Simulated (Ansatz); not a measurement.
Basis-set extrapolation for C3H6OS (`C/C(S)=C/O`) (PBE0-D4/def2-TZVP geometry, frozen core, Ansatz 0.2.0). Multiplicity 1, RHF reference.

```tsv
	def2-TZVPP	def2-QZVPP
HF	-589.553024	-589.573424
MP2 correlation	-0.916359	-0.983582
CCSD(T) correlation	-0.999173	not run
```

Energies in hartree. Use E(X) = E(∞) + A·exp(−7.88·√X) for Hartree–Fock and E(X) = E(∞) + B·X^(−2.97) for correlation, with X = 3 and 4, and add CCSD(T) minus MP2 of the smaller set to the MP2 limit.

Q: What is the CCSD(T) energy at the basis-set limit?

A: HF limit: -589.573424 + (-0.020400) × 0.13774 = -589.57623. MP2 limit: -0.983582 + (-0.067223) × 0.74074 = -1.03338. Higher-order term: -0.999173 − (-0.916359) = -0.08281. Total: -590.69242 hartree, 368.2 kJ/mol below CCSD(T)/def2-TZVPP.
